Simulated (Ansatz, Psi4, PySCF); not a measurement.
Energy of full hydrogenation, enthalpy at 298 K: 9 cases among unsaturated hydrocarbons, in kcal/mol, species as SMILES. Each species takes up H2 until only one-heavy-atom hydrides (CH4, NH3, H2O, HF, SiH4 and the like) are left. Conventions: six Cartesian d functions in 6-31G* and its kin unless marked 5d; no dispersion term unless named; 6-311+G** with 5d; valence correlation only; spin-orbit terms left out; non-relativistic. Ab initio and DFT rows: single points at B3LYP-D3(BJ) geometries (Ansatz, an electronic-structure program), with unscaled harmonic terms from B3LYP/6-31G* (Ansatz) at its own minima. The Hartree-Fock reference of C=CC=C is unstable towards a lower, spin-broken solution.

Measured values: Active Thermochemical Tables 1.112 (ions: stationary electron), as tabulated in the package chemicals; Active Thermochemical Tables 1.112 (ions: stationary electron), as tabulated in the package chemicals; G2/97 table in ASE (Curtiss et al.); they hold spin-orbit and core effects, anharmonicity and other conformers. 

| species | atoms | measured | error of MP2/6-31G* (Ansatz) | error of B3LYP/6-31G** (Ansatz) | error of wB97X-D/6-311+G** (Psi4) | error of MP2/STO-3G (Ansatz) | error of B3PW91/6-31G* (5d) (PySCF) | error of PBE/def2-TZVPD (Ansatz) | error of wB97M-V/def2-TZVPD (Ansatz) |
|---|---|---|---|---|---|---|---|---|---|
| C#C (C2H2) | 4 | -90.2 | 2.6 | -7.6 | -7.3 | -1.8 | -13.6 | -3.8 | -2.6 |
| C=C (C2H4) [ethene] | 6 | -48.2 | 0.5 | -2.8 | -3.4 | -11.9 | -6.0 | -0.6 | -0.8 |
| C=C=C [propa-1,2-diene] | 7 | -98.9 | 2.0 | -2.0 | -5.1 | -22.3 | -7.6 | 2.9 | -0.3 |
| C1=CC1 | 7 | -121.3 | 6.1 | -4.0 | -5.4 | -14.7 | -6.2 | 2.7 | 0.0 |
| C(#C)C [prop-1-yne] | 7 | -97.9 | 5.3 | -6.2 | -6.9 | 1.6 | -11.6 | -1.5 | -1.9 |
| C=CC | 9 | -58.3 | 2.9 | -3.4 | -3.6 | -8.7 | -6.2 | 0.1 | -0.5 |
| C=CC=C [buta-1,3-diene] | 10 | -97.6 | 3.8 | -5.3 | -8.1 | -20.9 | -11.3 | 0.1 | -2.6 |
| CC#CC [but-2-yne] | 10 | -106.1 | 7.4 | -6.0 | -7.6 | 5.1 | -10.5 | -0.4 | -2.1 |
| CC(=C)C [2-methylprop-1-ene] | 12 | -67.0 | 4.9 | -5.5 | -4.8 | -6.6 | -8.0 | -0.8 | -0.9 |

| level | cases | mean signed error | mean absolute error | median absolute error | largest absolute error |
|---|---|---|---|---|---|
| MP2/6-31G* (Ansatz) | 9 | 3.94 | 3.94 | 3.80 | 7.4 |
| B3LYP/6-31G** (Ansatz) | 9 | -4.76 | 4.76 | 5.30 | 7.6 |
| wB97X-D/6-311+G** (Psi4) | 9 | -5.80 | 5.80 | 5.40 | 8.1 |
| MP2/STO-3G (Ansatz) | 9 | -8.91 | 10.40 | 8.70 | 22.3 |
| B3PW91/6-31G* (5d) (PySCF) | 9 | -9.00 | 9.00 | 8.00 | 13.6 |
| PBE/def2-TZVPD (Ansatz) | 9 | -0.14 | 1.43 | 0.80 | 3.8 |
| wB97M-V/def2-TZVPD (Ansatz) | 9 | -1.30 | 1.30 | 0.90 | 2.6 |

MP2/6-31G* lies above in 9 of 9 cases and within 2 kcal/mol in 2; mean signed error 3.94 kcal/mol, mean absolute 3.94 kcal/mol (3.30 over the 5 cases of up to 7 atoms, 4.75 over the larger). These figures hold for the species listed.

How the rows were picked: cases drawn at random among the computed members of the class that have a tabulated value. The batch they came from held 11 cases of this property in the class: 11 with a tabulated value, 0 with clean coupled cluster alone, 0 with neither, which enter no statistics. The levels are drawn from those run on every case listed, the commonest habits more often. No case is left out for the size of its miss. Left out are saddle points of the reference geometry, anions that the best level run finds unbound, excited spin states, species near biochemistry, 298 K rows of species without real B3LYP wavenumbers, cases with under five habitual levels, runs that failed or that the program found above a lower state of the same kind, table entries that another table contradicts, and a share of species set aside by lot.
